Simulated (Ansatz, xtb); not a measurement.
## Relaxing a trial structure of HOSSi

The starting geometry of this gas-phase doublet has its atoms placed at random.

```xyz
4

O     1.1208    0.1676    0.5971
S    -0.4676   -1.2927    0.8740
Si   -1.5691   -0.0437   -0.0546
H     1.4388   -0.7284    0.5533
```

**Question.** One run relaxed it with r2SCAN-D4/def2-SVP. What is a likely outcome?

**Answer.** It ends as `O[Si]=S`. Contacts that close: O1–Si3 (2.78 → 1.66 Å).

The energy falls by 3.27 eV over 14 steps:

```tsv
step	E − E(last) (eV)
1	3.275
2	2.898
4	2.488
5	1.933
7	1.150
8	0.649
10	0.023
11	0.008
13	0.000
14	0.000
```

Final geometry (Å):

```xyz
4

O     0.8937    0.3325    0.0779
S    -1.2883   -1.8117    1.1811
Si   -0.6712   -0.1397    0.3409
H     1.5888   -0.2783    0.3698
```

From the same start GFN2-xTB ends elsewhere, differing in O1–S2 (1.75 against 3.25 Å here), O1–Si3 (2.88 against 1.66 Å here).

From so rough a start the end depends on the optimiser's path, so another program may land elsewhere. The end wasn't checked by frequencies. Open shells are spin-unrestricted. Run with Ansatz 0.2.0, 55 s on 1 thread of Arm Neoverse V2, on a shared host.
